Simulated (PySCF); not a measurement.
Potential energy of MgAl along the bond

Set-up: basis Mg 6-31G(d,p), Al 6-31G(d,p); no relativity; PySCF 2.14. Energies in eV from Mg + Al in their ground configurations at the same level. State: ²Π (doublet), unpaired electrons π ↑.

All columns are HSE06. A positive dipole means Mg(−)Al(+).

| R (Å) | E (eV) | μ (D) | Mulliken charge on Mg (basis-dependent) | HOMO (eV) | LUMO (eV) | Mayer bond order | ⟨S²⟩ |
| --- | --- | --- | --- | --- | --- | --- | --- |
| 2.499 | -0.230 | -1.50 | 0.02 | -3.82 | -2.88 | 1.22 | 0.77 |
| 2.615 | -0.374 | -1.51 | 0.03 | -3.72 | -2.80 | 1.13 | 0.77 |
| 2.732 | -0.450 | -1.51 | 0.04 | -3.65 | -2.72 | 1.03 | 0.77 |
| 2.819 | -0.476 | -1.51 | 0.05 | -3.60 | -2.68 | 0.96 | 0.77 |
| 2.906 | -0.482 | -1.50 | 0.06 | -3.55 | -2.63 | 0.89 | 0.77 |
| 2.993 | -0.474 | -1.48 | 0.06 | -3.52 | -2.59 | 0.82 | 0.76 |
| 3.109 | -0.449 | -1.46 | 0.06 | -3.48 | -2.54 | 0.73 | 0.76 |
| 3.255 | -0.403 | -1.42 | 0.07 | -3.44 | -2.55 | 0.63 | 0.76 |
| 3.429 | -0.340 | -1.35 | 0.06 | -3.41 | -2.56 | 0.51 | 0.76 |
| 3.662 | -0.260 | -1.23 | 0.06 | -3.40 | -2.56 | 0.38 | 0.76 |

A fit through these points gives, at Re = 2.896 Å, μ = -1.50 D and dμ/dR = 0.122 D/Å; the reduced mass is 12.7 u.

Question: How strong is the fundamental in the double-harmonic approximation, I = 42.26·(dμ/dR)²/μred km/mol?

Answer: I = 42.26·(0.122)²/12.7 = 0.0495 km/mol at HSE06.

The state was picked by a PBE0 search and need not be the measured ground state.
